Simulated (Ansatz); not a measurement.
Below is the output of a Python script on Ansatz 0.2.0, Python API that makes a single point in a Gaussian basis of C3H8N2, SMILES CCC(=N)N. Write a script that gives it. Settings: B2GP-PLYP, def2-TZVP basis, multiplicity 1.

`c3h8n2.xyz`
```text
13

C    -1.29110    0.83900   -0.16230
C    -0.30950    0.21030    0.71080
C     0.59920   -0.62890   -0.13600
N     0.42600   -1.84390   -0.42970
N     1.79600   -0.10140   -0.59500
H    -2.01820    1.51230    0.42610
H    -0.83390    1.53270   -0.91310
H    -1.89730    0.15870   -0.72160
H    -0.79690   -0.40680    1.49470
H     0.27350    0.97130    1.27720
H    -0.56740   -2.12100   -0.01270
H     2.45240   -0.79670   -0.90290
H     2.18770    0.63960   -0.02050
```

```console
$ python c3h8n2.py
converged              True
free_energy_ev         -6216.630672645928
reference_energy_ev    -6206.373052164887
n_frozen               5
n_occupied             [15, 15]
n_virtual              [183, 183]
<S^2> = 0.0  all-electron relativity setting: none
passes: {'evaluations': 18, 'products': 27}
occupied orbitals by irrep: [{'A': 20}, {'A': 20}]
```

The script that was run (others could print the same):

Script `c3h8n2.py`:
```python
"""Single point of C3H8N2."""

import ansatz as az

BASIS = "def2-TZVP"

molecule = az.Crystal.molecule_from_extxyz("c3h8n2.xyz")

setup = (
    molecule.calculation()
    .basis(gaussian=BASIS)
    .functional(az.LibraryFunctional("B2GP-PLYP"))
)
out = setup.run(threads=1, pin="off")
report = out.report

for key in ("converged", "free_energy_ev", "reference_energy_ev", "n_frozen", "n_occupied", "n_virtual"):
    print(f"{key:22s} {report[key]}")

field = report["mean_field"]
print("<S^2> =", round(abs(field["state"]["spin_squared"]), 4), " all-electron relativity setting:", field["relativity"])
print("passes:", field["passes"])
if "symmetry" in field:
    print("occupied orbitals by irrep:", field["symmetry"]["occupied"])
```

Notes:
- Total energies depend on the basis set; only differences at equal settings carry meaning.
- The geometry is a force-field or estimated start, not a minimum of this method, and the basis set is short of its limit.
- For a double hybrid the total adds scaled second-order correlation to the self-consistent reference.
- It ran for 14 s on 1 thread of Arm Neoverse V1, with other jobs on the host, peak memory 0.51 GiB.
